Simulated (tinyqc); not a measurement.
Inside a calculation. Method: RKS/BLYP in the sto-3g basis, for H2O, spin multiplicity 1. One step of it, computed by the program tinyqc.

Question. Iteration 2: diagonalisation and new density. A level shift of 0.5 hartree raises the virtual space: F + shift (S - S D(s) S), with D(s) the density of one spin (D/2). Diagonalise F' = X^T F X, C = X C', fill 5 alpha and 5 beta electrons from the bottom; D = 2 C_occ C_occ^T. Each column has its largest component positive (the first on a tie).

extrapolated F (hartree), order 1O 1s, 1O 2s, 1O 2px, 1O 2py, 1O 2pz, 2H 1s, 3H 1s:
```
[[-18.293041, -4.721855, 0.000000, 0.000860, -0.025313, -0.973414, -1.081698],
 [-4.721855, -1.830184, 0.000000, 0.009450, -0.201604, -0.683706, -0.739102],
 [0.000000, 0.000000, 0.034432, 0.000000, 0.000000, 0.000000, 0.000000],
 [0.000860, 0.009450, 0.000000, -0.087601, 0.005600, -0.205397, 0.218081],
 [-0.025313, -0.201604, 0.000000, 0.005600, -0.061910, -0.244213, -0.256006],
 [-0.973414, -0.683706, 0.000000, -0.205397, -0.244213, -0.394630, -0.296840],
 [-1.081698, -0.739102, 0.000000, 0.218081, -0.256006, -0.296840, -0.427667]]
```

X, order 1O 1s, 1O 2s, 1O 2px, 1O 2py, 1O 2pz, 2H 1s, 3H 1s:
```
[[1.024081, -0.141954, 0.000000, 0.000661, -0.010372, 0.020634, 0.021852],
 [-0.141954, 1.227091, 0.000000, -0.010577, 0.110906, -0.262579, -0.295518],
 [0.000000, 0.000000, 1.000000, 0.000000, 0.000000, 0.000000, 0.000000],
 [0.000661, -0.010577, 0.000000, 1.097525, -0.004811, -0.206422, 0.220884],
 [-0.010372, 0.110906, 0.000000, -0.004811, 1.059962, -0.144498, -0.158360],
 [0.020634, -0.262579, 0.000000, -0.206422, -0.144498, 1.182669, -0.096826],
 [0.021852, -0.295518, 0.000000, 0.220884, -0.158360, -0.096826, 1.211053]]
```

D after iteration 1, order 1O 1s, 1O 2s, 1O 2px, 1O 2py, 1O 2pz, 2H 1s, 3H 1s:
```
[[2.100325, -0.415040, 0.000000, -0.001190, 0.114946, -0.046895, -0.050172],
 [-0.415040, 1.803583, 0.000000, 0.011957, -0.603298, 0.062870, 0.061480],
 [0.000000, 0.000000, 2.000000, 0.000000, 0.000000, 0.000000, 0.000000],
 [-0.001190, 0.011957, 0.000000, 1.046372, -0.002430, 0.514370, -0.504260],
 [0.114946, -0.603298, 0.000000, -0.002430, 1.324570, 0.419557, 0.416317],
 [-0.046895, 0.062870, 0.000000, 0.514370, 0.419557, 0.427223, -0.074013],
 [-0.050172, 0.061480, 0.000000, -0.504260, 0.416317, -0.074013, 0.416439]]
```

overlap S, order 1O 1s, 1O 2s, 1O 2px, 1O 2py, 1O 2pz, 2H 1s, 3H 1s:
```
[[1.000000, 0.236704, 0.000000, 0.000000, 0.000000, 0.048275, 0.053679],
 [0.236704, 1.000000, 0.000000, 0.000000, 0.000000, 0.444527, 0.473275],
 [0.000000, 0.000000, 1.000000, 0.000000, 0.000000, 0.000000, 0.000000],
 [0.000000, 0.000000, 0.000000, 1.000000, 0.000000, 0.283239, -0.295440],
 [0.000000, 0.000000, 0.000000, 0.000000, 1.000000, 0.248350, 0.258612],
 [0.048275, 0.444527, 0.000000, 0.283239, 0.248350, 1.000000, 0.265239],
 [0.053679, 0.473275, 0.000000, -0.295440, 0.258612, 0.265239, 1.000000]]
```

Give: F' = X^T F X; orbital energies; coefficients C; D after iteration 2.

Answer.

F' = X^T F X (hartree):
```
[[-17.9289, -2.5512, 0.0000, 0.0007, -0.0500, -0.1306, -0.1618],
 [-2.5512, -0.7079, 0.0000, -0.0058, 0.0490, -0.4122, -0.4542],
 [0.0000, 0.0000, 0.0344, 0.0000, 0.0000, 0.0000, 0.0000],
 [0.0007, -0.0058, 0.0000, 0.2485, 0.0000, -0.4279, 0.4410],
 [-0.0500, 0.0490, 0.0000, 0.0000, 0.1550, -0.3272, -0.3430],
 [-0.1306, -0.4122, 0.0000, -0.4279, -0.3272, 0.2526, -0.1092],
 [-0.1618, -0.4542, 0.0000, 0.4410, -0.3430, -0.1092, 0.2696]]
```

orbital energies (hartree): [-18.3037, -0.7762, -0.3077, -0.0719, 0.0344, 0.8166, 0.9319]

coefficients C, order 1O 1s, 1O 2s, 1O 2px, 1O 2py, 1O 2pz, 2H 1s, 3H 1s:
```
[[0.9933, -0.2128, -0.0033, 0.1448, 0.0000, 0.1271, 0.0297],
 [0.0302, 0.7259, 0.0186, -0.6837, 0.0000, -0.8102, -0.2065],
 [0.0000, 0.0000, 0.0000, 0.0000, 1.0000, 0.0000, 0.0000],
 [-0.0003, -0.0126, 0.6105, -0.0064, 0.0000, -0.1872, 0.9424],
 [0.0052, 0.2307, 0.0055, 0.7119, 0.0000, -0.7708, -0.1664],
 [-0.0068, 0.2060, 0.4667, 0.2739, 0.0000, 0.8931, -0.6387],
 [-0.0075, 0.2258, -0.4444, 0.2733, 0.0000, 0.5982, 0.9781]]
```

D after iteration 2, order 1O 1s, 1O 2s, 1O 2px, 1O 2py, 1O 2pz, 2H 1s, 3H 1s:
```
[[2.1057, -0.4470, 0.0000, -0.0013, 0.1182, -0.0250, -0.0289],
 [-0.4470, 1.9911, 0.0000, 0.0133, -0.6379, -0.0584, -0.0630],
 [0.0000, 0.0000, 2.0000, 0.0000, 0.0000, 0.0000, 0.0000],
 [-0.0013, 0.0133, 0.0000, 0.7458, -0.0083, 0.5611, -0.5519],
 [0.1182, -0.6379, 0.0000, -0.0083, 1.1201, 0.4901, 0.4884],
 [-0.0250, -0.0584, 0.0000, 0.5611, 0.4901, 0.6706, -0.1720],
 [-0.0289, -0.0630, 0.0000, -0.5519, 0.4884, -0.1720, 0.6465]]
```
